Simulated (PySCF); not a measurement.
Level of theory: r2SCAN-D4/def2-TZVP // r2SCAN-D4/def2-SVP in PySCF 2.14.0. All species are isolated molecules in the gas phase. 

Reference species (SMILES): `C[O]` (neutral, multiplicity 2).

```json
{
  "dipole_moment": "2.02 D"
}
```

Changed species: `[NH2]` (free radical NH2; the reference has free radical OCH3).

Task: What does the change do to the dipole moment?

Result: the dipole moment drops by 0.06 D, to 1.96 D.
